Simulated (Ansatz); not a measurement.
**Bulk modulus B0 of elemental solids other than molecular ones**

Method: r²SCAN+rVV10 (plane waves, PAW; Ansatz, a program for electronic structure). References are measured values corrected to a static lattice. The table is a random draw of 8 from 31 solids with such references.

Values in GPa.

```json
[
 {"solid": "hcp Ru", "reference": "318 (318–336)", "r²SCAN+rVV10": "347", "error (%)": "+9.1"},
 {"solid": "hcp Mg", "reference": "38.6¶", "r²SCAN+rVV10": "40.0", "error (%)": "+3.6"},
 {"solid": "bcc Ta", "reference": "198", "r²SCAN+rVV10": "205", "error (%)": "+3.5"},
 {"solid": "fcc Al", "reference": "80.8 (77.1–82.0)", "r²SCAN+rVV10": "93.8", "error (%)": "+16.1"},
 {"solid": "bcc Cs", "reference": "2.11 (2.11–2.35)", "r²SCAN+rVV10": "1.98", "error (%)": "-6.2"},
 {"solid": "fcc Cu", "reference": "144", "r²SCAN+rVV10": "170", "error (%)": "+18.1"},
 {"solid": "bcc Nb", "reference": "173", "r²SCAN+rVV10": "176", "error (%)": "+1.7"},
 {"solid": "hcp Hf", "reference": "110", "r²SCAN+rVV10": "112", "error (%)": "+1.8"}
]
```

Over these 8 solids the mean error is +6.0 %, the mean absolute error 7.5 % (median 4.9 %), and the worst case fcc Cu at +18.1 %; the value is above the reference in 7 of 8 cases. Over all 31, from unrounded values, the mean error is +3.8 % and the mean absolute error 6.8 % (median 4.6 %).

All these references are brought to a static lattice.

Spin–orbit coupling is left out, also for the solids with elements from indium on (bcc Ta, bcc Cs, hcp Hf); its size isn't shown.

¶ marks references of a special kind: hcp Mg, 38.6 GPa (measured, copied from a table, unchecked, extrapolated to 0 K and zero-point effects removed; as tabulated in Lejaeghere et al. (2013), arXiv:1204.2733).

In Ansatz's fits of the non-cubic solids, shape and atoms are relaxed at each volume.

Brackets give the range of the sources taken for a reference, where it is wide; it can hold other temperatures.

Differences are worked out from the printed values.

Each level is taken at its own relaxed cell. Ansatz's density-functional and Hartree–Fock values are scalar-relativistic unless marked +SOC, with PAW data made under PBE.

Ansatz's runs of these crystals have no spin polarisation.

Not in this set, of the elemental solids other than molecular ones with a reference value in our tables and a result at some level: 7 for no value at r²SCAN+rVV10 (not run, a failed fit, an unstable or unbound cell, or a value held back for tests); 6 for sources at odds; 4 for a reference at room or unstated temperature; 1 for a value of another source that differs by over 15 % in a way that heat doesn't explain. These can be a level's best or worst cases. Solids without a released value at any level aren't counted. Layered and molecular crystals are counted apart. The metals Ce to Yb are counted apart.

References as tabulated in Levämäki et al. (2014), arXiv:1402.3671; doi:10.1021/acs.jctc.3c00612; Mejia-Rodriguez and Trickey (2018), arXiv:1807.09216; Lejaeghere et al. (2013), arXiv:1204.2733.
